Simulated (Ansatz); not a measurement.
## Property card for SrNi2As2

All numbers below come from Ansatz, DFT r2SCAN, scalar-relativistic, plane waves, PAW.

Cutoff 500 eV; k points 12×12×12 on the computed 5-atom cell (Γ-centred); Gaussian smearing, width 0.10 eV; no spin polarisation.

The structure is relaxed at this level of theory with its symmetry kept. Whether it is the stable form of this composition wasn't checked.

```
CELL_PARAMETERS angstrom
-2.04051 2.04051 5.47153
2.04051 -2.04051 5.47153
2.04051 2.04051 -5.47153
ATOMIC_POSITIONS crystal
Sr 0.00000 0.00000 0.00000
Ni 0.75000 0.25000 0.50000
Ni 0.25000 0.75000 0.50000
As 0.64535 0.64535 0.00000
As 0.35465 0.35465 0.00000
```

```json
{
  "Space group": "I4/mmm (No. 139)",
  "Volume per atom": "18.23 Å³",
  "Formation energy from the elements' standard states (uncorrected)": "-0.729 eV/atom",
  "Generalised Kohn–Sham band gap": "none (metal)",
  "Density of states at the Fermi level": "3.21 states/eV per cell",
  "Löwdin character within 0.5 eV of the Fermi level": "Ni 3d 49 %, As 4p 37 %, unprojected 10 %",
  "Bader charges (e)": "Sr (1 in the cell) 1.42, Ni (2 in the cell) 0.00, As (2 in the cell) -0.71"
}
```

Spin polarisation was left out, and a magnetic state may lie lower.

A ferromagnetic start lost its moments in a first run, so spin was left out; other magnetic orders weren't tried.

Cost: 1 run of about 11 core-minutes, on AMD EPYC (Zen 3) (shared hosts).